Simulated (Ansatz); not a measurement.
How the smallest direct gap on the k points sampled of 1T (CdI2-type) CdI2 moves with the method

No measured value is used here.

```json
[
 {"level (code)": "LDA+SOC (Ansatz)", "value (eV)": "2.05"},
 {"level (code)": "PBE+SOC (Ansatz)", "value (eV)": "2.33"},
 {"level (code)": "RPBE (Ansatz)", "value (eV)": "___"},
 {"level (code)": "HSE06+SOC (Ansatz)", "value (eV)": "3.33"},
 {"level (code)": "Hartree–Fock (Ansatz)", "value (eV)": "9.91"}
]
```

**Question.** Complete the blanks.

**Answer.** 
- RPBE (Ansatz, an electronic-structure program), value (eV): 2.80

At these levels the smallest gap is indirect and lower: LDA+SOC 1.84, PBE+SOC 2.04, RPBE 2.46, HSE06+SOC 2.97, Hartree–Fock 9.47 eV. Computed values are for a static lattice. Levels without +SOC have no spin–orbit coupling; where heavier elements are present it shifts gaps, mostly down, and can invert bands.  Values are at the measured cell. Cutoffs and k meshes differ between the levels. Ansatz's density-functional and Hartree–Fock values are scalar-relativistic unless marked +SOC, with PAW data made under PBE.
